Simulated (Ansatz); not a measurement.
**Si2H2 (triplet): from Hartree-Fock to the top rungs, def2-TZVPP**

The task here is to estimate one member of a computed series from the others.

The runs use Ansatz 0.2.0, Gaussian basis; def2-TZVPP, core rule «outside noble gas», up to 10 orbitals frozen.

Plan: UHF; ROHF; CCSD(T) on UHF.

2 further runs of the same task are left out: 2 set aside as unsound or not needed.

## What is computed

The geometry is a PBE0/def2-TZVP stationary point (not a proven minimum) of the parent state, kept for this charge and spin.

4 atoms, charge 0, spin multiplicity 3.

Atoms are counted from 1 here; the program's logs count them from 0.

Bond lengths: Si1–Si2 2.193 Å, Si1–H3 1.488 Å, Si1–H4 1.488 Å. Angles: Si2–Si1–H3 123.8°, Si2–Si1–H4 123.8°, H3–Si1–H4 112.4°.

The first run:

Input file in.yaml:

```yaml
crystal:
  periodic: [false, false, false]
  atoms:
    - {symbol: Si, position_ang: [0.000000, 0.000000, 1.029969]}
    - {symbol: Si, position_ang: [0.000000, 0.000000, -1.163327]}
    - {symbol: H, position_ang: [0.000000, 1.236053, 1.857961]}
    - {symbol: H, position_ang: [0.000000, -1.236053, 1.857961]}
basis:
  gaussian: {orbitals: def2-TZVPP}
magnetization: {spin_polarized: true, initial_magnetization: 2}
hamiltonian: {xc: hf}
output: {orbitals: {seedname: orbitals}}
```

Run with:

```bash
$ ansatz run in.yaml --threads 1 --pin off --events-out ev --progress --plain --max-ram 4096MiB --backend cpu
```

Among the steps run: UHF; ROHF; CCSD(T) on UHF.

One of the session's tables, all rows but one given; the rest of the session is left out.

It belongs to the step «Misses and costs». 

| method | from UCCSD(T) (meV) |
| --- | --- |
| ROHF | +6507.3 |
| UHF | +6334.5 |
| UMP2 | +1317.8 |
| UCCSD | ? |
| UCCSD(T) | 0 |

Q: Estimate the row for UCCSD from the others.

The run gave: from UCCSD(T) (meV): +265.0. In the column «from UCCSD(T) (meV)» it lies between UCCSD(T) (0) and UMP2 (+1317.8).
